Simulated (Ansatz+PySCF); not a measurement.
Values are calculated unless marked as measured or tabulated.
## Ansatz (development build ahead of 0.2.0) run

```yaml
crystal:
  periodic: [false, false, false]
  atoms:
    - { symbol: O, position_ang: [0.0, 0.0, 0.0] }
    - { symbol: Al, position_ang: [0.6115, 0.81533, 1.76525] }
basis:
  gaussian: { orbitals: STO-3G }
magnetization:
  initial_magnetization: 1
hamiltonian:
  xc: hf
correlation:
  method: fci
  frozen_orbitals: { Al: 5, O: 1 }
```

The input is written out in the form of the current development build from the run's settings.

Results

```json
{
 "Converged": "yes",
 "Total energy": "-312.83253 hartree",
 "State": "lowest doublet root, of any spatial symmetry"
}
```
